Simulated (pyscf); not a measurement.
6 gas-phase steps of one pattern: addition across a multiple bond or ene-type step on the singlet surface, Cl–H or F–H broken and Cl–Mo + H–S or Cl–W + H–S or Cl–W + H–Se or F–Mo + H–S or F–W + H–Se formed. Structures and frequencies: ωB97X-D3(BJ)/def2-SVP in PySCF. Electronic energies in kcal/mol, from the separated reactants; ΔE‡ at ωB97M-D3(BJ)/def2-TZVP, beside the barrier at PBE/def2-TZVP on the same structures. Rows were drawn at random from the steps of this pattern with a verified saddle, stable references and no exit in the data more than 5 kcal/mol lower.

| row | step | ΔE‡(PBE) | ΔE‡ |
|---|---|---|---|
| 1 | F–W(F)(=S)=S + HCl → F–W(F)(=S)(SH)–Cl | 8.9 | 14.4 |
| 2 | F–W(F)(F)(F)=Se + HF -> F–W(F)(F)(F)(F)–SeH | 17.3 | 24.1 |
| 3 | F–W(F)(F)(F)=S + HCl → F–W(F)(F)(F)(SH)–Cl | 20.0 | ? |
| 4 | F–W(F)(F)(F)=Se + HCl -> F–W(F)(F)(F)(Cl)–SeH | 20.9 | 29.6 |
| 5 | F–Mo(F)(F)(F)=S + HF → F–Mo(F)(F)(F)(F)–SH | 22.0 | 31.6 |
| 6 | F–Mo(F)(F)(F)=S + HCl → F–Mo(F)(F)(F)(SH)–Cl | 24.3 | 35.6 |

Question: Fit ΔE‡ = a + b·ΔE‡(PBE) to the other rows and predict row 3.

Answer: Over the 5 complete rows the means are +18.7 (ΔE‡(PBE)) and 27.1 (ΔE‡); least squares gives b = 1.36 and a = 1.7 kcal/mol, with residuals of 0.7 kcal/mol (root mean square; largest 1.1, row 2). For row 3: 1.7 + 1.36 × (+20.0) = 28.9 kcal/mol. The computed barrier is 29.0 kcal/mol, 0.1 over the line. The line follows the complete rows closely. Each barrier is that of the saddle found. Elements up to Kr have no core potential and no relativistic terms here. Elements past Kr carry the def2 core potentials, without spin-orbit coupling.
